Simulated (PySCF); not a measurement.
**Si: ionisation energy**

Si [Ne] 3s2 3p2 (3P) → Si+ [Ne] 3s2 3p1 (2P), as a difference of total energies. Computed with PySCF 2.14 in cc-pV(D+d)Z (4s3p2d, 23 functions), with the non-relativistic Hamiltonian (point nucleus). Correlated levels: valence: [Ne] frozen. The calculations carry no spin-orbit coupling.

| method | ionisation energy (eV) |
| --- | --- |
| UHF | 7.641 |
| M06-L | 8.140 |
| BP86 | 8.259 |
| MP2 (valence) | 7.921 |
| SCS-MP2 (valence) | 7.848 |
| CCSD (valence) | 7.942 |
| CCSD(T) (valence) | 7.953 |

Errors of the correlated levels include the incompleteness of this basis and the frozen core.

Task: Which method comes closest to the reference value, and which is furthest?

Result: The reference is 8.157 eV (measured; NIST levels, between the centres of gravity of the two terms). Closest: M06-L (error -0.017 eV); furthest: UHF (error -0.516 eV).
